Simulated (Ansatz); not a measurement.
# CSO (singlet): the correlation ladder, 6-31G*

An exercise on one series of results from a longer session: the logs are not shown, and one member is left open.

Method: 6-31G*, core rule «outside noble gas», up to 7 orbitals frozen; program: Ansatz 0.2.0, Gaussian basis.

Plan: UHF; CCSD(T) on RHF; BCCD(T) on RHF; CISD; CCSDT(Q) on RHF; CCSDTQ on RHF; CASSCF and MRCISD+Q, 16 electrons in 12 orbitals; CASSCF and NEVPT2, 16 electrons in 12 orbitals.

10 further runs of the same task are left out: 1 that didn't finish, 9 set aside as unsound or not needed.

### What is computed

The geometry is an MP2(full)/6-31G* stationary point (not a proven minimum).

3 atoms, charge 0, spin multiplicity 1.

Atoms are counted from 1 here; the program's logs count them from 0.

Bond lengths: O1–C2 1.179 Å, C2–S3 1.565 Å. Angles: O1–C2–S3 180.0°.

The first run:

The input, in.yaml:

```yaml
crystal:
  periodic: [false, false, false]
  atoms:
    - {symbol: O, position_ang: [0.000000, 0.000000, -1.307600]}
    - {symbol: C, position_ang: [0.000000, 0.000000, -0.128849]}
    - {symbol: S, position_ang: [0.000000, 0.000000, 1.436449]}
basis:
  gaussian: {orbitals: "6-31G*"}
magnetization: {spin_polarized: true, initial_magnetization: 0}
hamiltonian: {xc: hf}
output: {orbitals: {seedname: orbitals}}
```

Command:

```bash
$ ansatz run in.yaml --threads 1 --pin off --events-out ev --progress --plain --max-ram 3956MiB --backend cpu
```

Among the steps run: UHF; CCSD(T) on RHF; BCCD(T) on RHF; CISD; CCSDT(Q) on RHF; CCSDTQ on RHF; CASSCF and MRCISD+Q, 16 electrons in 12 orbitals; CASSCF and NEVPT2, 16 electrons in 12 orbitals.

One of the session's tables, all rows but one given; the rest of the session is left out.

It belongs to the step «Misses and costs». 

```
          method  from RCCSDTQ (kcal/mol)
             RHF                  +286.75
            RMP2                   +17.14
            CISD                   +43.21
           RCCSD                   +14.58
        RCCSD(T)                    +1.51
         BCCD(T)                        ?
          RCCSDT                    +1.10
       RCCSDT(Q)                    -0.15
         RCCSDTQ                        0
  CASSCF valence                  +182.68
  NEVPT2 valence                   +35.49
  MRCISD valence                   +16.49
MRCISD+Q valence                    +2.55
```

Estimate the missing values for BCCD(T).

As computed: from RCCSDTQ (kcal/mol): +1.24. In the column «from RCCSDTQ (kcal/mol)» it lies between RCCSDT (+1.10) and RCCSD(T) (+1.51).
